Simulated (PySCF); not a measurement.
**Question.** Give a CAM-B3LYP/6-31G* geometry of `Oc1ccco1`.

**Answer.** 
Z-matrix in Å and degrees, rows numbered from 1:
```
O 
C   1  1.3414
C   2  1.3545  1  131.58
C   3  1.4374  2  104.99  1  -179.98
C   4  1.3502  3  107.05  2    -0.00
O   2  1.3473  1  116.67  3   179.96
H   1  0.9692  2  108.29  3   178.91
H   3  1.0781  2  126.60  1     0.09
H   4  1.0804  3  126.77  2  -179.99
H   5  1.0773  4  134.80  3   179.68
```

The 5-membered ring C2–C3–C4–C5–O6 has internal angles of 105.0° to 111.7° (sum 540°, against 540° for a flat polygon); it is planar, 0.00 Å rms from its mean plane, widest ring torsion 0°. O6 (furan-type oxygen) is bent (angle 106.5°). The 6 heavy atoms lie in one plane (0.000 Å rms). The C–O distances run from 1.341 Å (O1–C2, drawn single) to 1.377 Å (C5–O6, aromatic), a spread of 0.036 Å.

The calculation used PySCF 2.14.0, CAM-B3LYP/6-31G* geometry optimisation, gas phase.

Point group: Cs (tolerance 0.08 Å). No frequency check. The numbers are those of one conformer (H–O1–C2–C3 179°).
